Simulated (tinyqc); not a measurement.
MP2 on RHF in the sto-6g basis, frozen core, for HF, spin multiplicity 1, step by step. One step of it, computed by the program tinyqc.

Problem. Second-order Moller-Plesset energy. E2 = sum_ijab (ia|jb) [2 (ia|jb) - (ib|ja)] / (e_i + e_j - e_a - e_b) over occupied i, j and virtual a, b; the opposite-spin part is (ia|jb)^2 / denominator, the rest is same-spin, and SCS-MP2 scales them by 6/5 and 1/3.

orbital energies (hartree): MO1 -26.248499, MO2 -1.454705, MO3 -0.555568, MO4 -0.471271, MO5 -0.471271, MO6 0.500308

Two-electron integrals over orbitals (pq|rs), unique and non-zero (hartree); the lowest 1 orbital is frozen and left out:
```
(22|22) 0.864731    (32|22) -0.033819   (32|32) 0.151197    (33|22) 0.736689
(33|32) -0.034321   (33|33) 0.733346    (42|42) 0.184946    (43|42) -0.037000
(43|43) 0.042674    (44|22) 0.887611    (44|32) -0.074975   (44|33) 0.728197
(44|44) 0.998085    (52|52) 0.184946    (53|52) -0.037000   (53|53) 0.042674
(54|54) 0.053789    (55|22) 0.887611    (55|32) -0.074975   (55|33) 0.728197
(55|44) 0.890506    (55|55) 0.998085    (62|22) -0.115316   (62|32) -0.058900
(62|33) -0.031588   (62|44) -0.112547   (62|55) -0.112547   (62|62) 0.093911
(63|22) -0.194077   (63|32) 0.091536    (63|33) -0.112598   (63|44) -0.214769
(63|55) -0.214769   (63|62) 0.050315    (63|63) 0.197279    (64|42) -0.037243
(64|43) -0.018018   (64|64) 0.030365    (65|52) -0.037243   (65|53) -0.018018
(65|65) 0.030365    (66|22) 0.666360    (66|32) 0.062378    (66|33) 0.666327
(66|44) 0.641897    (66|55) 0.641897    (66|62) -0.063530   (66|63) -0.016476
(66|66) 0.705147
```

Hartree-Fock energy = -99.49380471 hartree

Give: Terms; Pair energies; MP2 correlation energy; SCS-MP2 correlation energy; MP2 total energy.

Solution.

Terms:

| i | j | a | b | (ia\|jb) | (ib\|ja) | denominator | term |
|---|---|---|---|---|---|---|---|
| 3 | 3 | 6 | 6 | 0.197 | 0.197 | -2.112 | -0.018 |
| 2 | 2 | 6 | 6 | 0.094 | 0.094 | -3.910 | -2.26e-03 |
| 2 | 3 | 6 | 6 | 0.050 | 0.050 | -3.011 | -8.41e-04 |
| 3 | 2 | 6 | 6 | 0.050 | 0.050 | -3.011 | -8.41e-04 |
| 4 | 4 | 6 | 6 | 0.030 | 0.030 | -1.943 | -4.74e-04 |
| 5 | 5 | 6 | 6 | 0.030 | 0.030 | -1.943 | -4.74e-04 |

Pair energies (hartree; pair i-j sums ij and ji):

| pair | opposite spin | same spin |
|---|---|---|
| 2-2 | -2.26e-03 | 0.000 |
| 3-2 | -1.68e-03 | 0.000 |
| 3-3 | -0.018 | 0.000 |
| 4-4 | -4.74e-04 | 0.000 |
| 5-5 | -4.74e-04 | 0.000 |

MP2 correlation energy = -0.02332 hartree

SCS-MP2 correlation energy = -0.02798 hartree

MP2 total energy = -99.51712 hartree
